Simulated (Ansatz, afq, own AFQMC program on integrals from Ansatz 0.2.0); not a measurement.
## C2H2, singlet in cc-pVDZ, levels against CCSDT(Q)

```yaml
atoms:
  - { symbol: C, position_ang: [0.0000, 0.0000, 0.5528] }
  - { symbol: C, position_ang: [0.0000, 0.0000, -0.7378] }
  - { symbol: H, position_ang: [0.0000, -0.9396, 1.1020] }
  - { symbol: H, position_ang: [0.0000, 0.9396, 1.1020] }
```

Connectivity, by distances: CH2–C.

Basis cc-pVDZ. Only valence electrons are correlated. Integrals, coupled cluster, full CI and functionals: Ansatz 0.2.0; the random walks run on the same integrals in our own AFQMC program. The CISD trial takes its coefficients from CCSD amplitudes. Released means that phaseless walkers are propagated on without the constraint, phases kept. Error bars are statistical, one sigma.

Determinant: RHF, the one that the program's search chose, which needn't be the lowest solution. The geometry is a point of a scan.

No full CI on the walks' own integrals is used here; CCSDT(Q) serves as the reference and is uncertain by about the last step of the cluster series.

Cautions: restricted determinant unstable towards unrestricted (UHF 17 meV lower, ⟨S²⟩ 0.15).

```
T1 diagnostic                               : 0.0161
weight of the determinant in the CISD state : 0.880
size of the correlated space                : 10 electrons in 36 orbitals
```

| level | correlation energy (eV) |
| --- | --- |
| MP2 | -6.2402 |
| CCSD | -7.0896 |
| CCSD(T) | -7.3445 |

Question: Estimate where phaseless AFQMC with a CISD trial lies against CCSD(T) on the same integrals.

Answer: 0.69 ± 0.28 kcal/mol below CCSD(T).

Reference: CCSDT(Q), correlation energy -7.387 eV. The released energy is read at 2.40 1/Eh (meV from the phaseless value at times in 1/Eh: -3 ± 11 at 0.24, -18 ± 11 at 0.51, -22 ± 13 at 0.99, 5 ± 14 at 1.62, -7 ± 17 at 2.40).

| level | E − E(reference) (kcal/mol) | share of correlation (%) |
| --- | --- | --- |
| CCSD(T) | 0.98 | 99.43 |
| CCSDT | 0.39 | 99.77 |
| ph-AFQMC/HF | -2.84 ± 1.59 | 101.66 |
| ph-AFQMC/CISD | 0.28 ± 0.28 | 99.83 |
| released AFQMC | 0.13 ± 0.39 | 99.92 |

A walk keeps the symmetry of its determinant, which the program's search chose and which needn't be the lowest solution, so a lower state of the same spin and another symmetry isn't excluded. Released energies are given only where the last usable release times agree within the noise; a slower fall can still hide under it.
